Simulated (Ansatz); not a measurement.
Two shapes of doublet CH3O.

Shape 1:

```xyz
5

C     0.0811   -0.0141   -0.6705
O     0.0237   -0.0937    0.6556
H    -0.0319    0.8123    1.0183
H     0.0846   -1.0133   -1.1106
H    -0.4309    0.8418   -1.2370
```

Shape 2:

```xyz
5

C     0.0132   -0.0578   -0.7090
O     0.0810   -0.1217    0.5929
H     0.0232    0.8014    1.0879
H     0.0264   -0.9578   -1.0714
H    -0.3473    0.8328   -1.2675
```

Basis set: 6-31G (spherical functions). Frozen core: 2 orbitals. Charge 0, multiplicity 2.

Computed with Ansatz (development build ahead of 0.2.0); each method stands on the lowest determinant of its kind that the runs found.

Q: Which shape is lower in energy, and by how much in each method?

A:

| method | E(2) − E(1) (eV) |
| --- | --- |
| UHF | 0.440 |
| UHF-MP2 | 0.465 |

Shape 1 is lower.
